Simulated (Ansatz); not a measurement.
## TiTl2H4: from a trial structure to a relaxed crystal

Computed with DFT PBE, scalar-relativistic, plane waves, PAW in Ansatz 0.2.0. Cutoff 420 eV, Γ-centred k mesh, Gaussian smearing, no spin polarisation in the final step.

The start puts TiTl2H4 on the sites of a reported YTi2Ga4 cell (I4/mmm, No. 139), with Ti in place of Y, Tl in place of Ti, H in place of Ga, at a guessed volume.

```yaml
crystal:
  lattice:
    - [-3.07505, 3.07505, 2.51245]
    - [3.07505, -3.07505, 2.51245]
    - [3.07505, 3.07505, -2.51245]
  atoms:
    - { symbol: Ti, position: [0.00000, 0.00000, 0.00000] }
    - { symbol: Tl, position: [0.75000, 0.25000, 0.50000] }
    - { symbol: Tl, position: [0.25000, 0.75000, 0.50000] }
    - { symbol: H, position: [0.30300, 0.30300, 0.60600] }
    - { symbol: H, position: [0.30300, 0.69700, 0.00000] }
    - { symbol: H, position: [0.69700, 0.69700, 0.39400] }
    - { symbol: H, position: [0.69700, 0.30300, 0.00000] }
```

Cell and atoms relax at zero pressure; the relaxation can't lower the symmetry of the start. After a coarse first stage the cell is made exact in the group found at 0.06 Å.

Formation energies are uncorrected and refer to the elements' standard structures at the same level (H₂ as a molecule).

(1) Describe the relaxed structure.

(2) What are its volume, energy, density and gap?

## Answers

(1) It keeps I4/mmm (No. 139), but not the shape of the type it started on. Conventional cell: a = 5.131 Å, c = 7.601 Å. Ti is coordinated by 4 H at 1.82 Å; around Tl lie 8 H at 2.63 Å; H has 1 Ti at 1.82 Å.

```xyz
7
Lattice="-2.5655 2.5655 3.8005 2.5655 -2.5655 3.8005 2.5655 2.5655 -3.8005" Properties=species:S:1:pos:R:3 pbc="T T T"
Ti    0.0000    0.0000    0.0000
Tl    0.0000    2.5655    1.9002
Tl    2.5655    0.0000    1.9002
H     1.2893    1.2893    0.0000
H     1.2761   -1.2761    3.8005
H     1.2761    1.2761    3.8005
H    -1.2761    1.2761    3.8005
```

(2) The volume per atom is 14.29 Å³, the density is 7.65 g/cm³ and the energy over the elements is 0.39 eV/atom. The gap on the 10×10×10 mesh is 0 eV (a metal).

The final run used a 10×10×10 mesh on its 7-atom cell and 0.10 eV smearing. The k mesh leaves about 4 meV/atom of noise in metals. Spin–orbit coupling is left out. Symmetry constrained the relaxation, so the result can be a saddle point.

Cost: 4 runs of about 2.7 core-minutes in all, on Arm Neoverse V1 (shared hosts).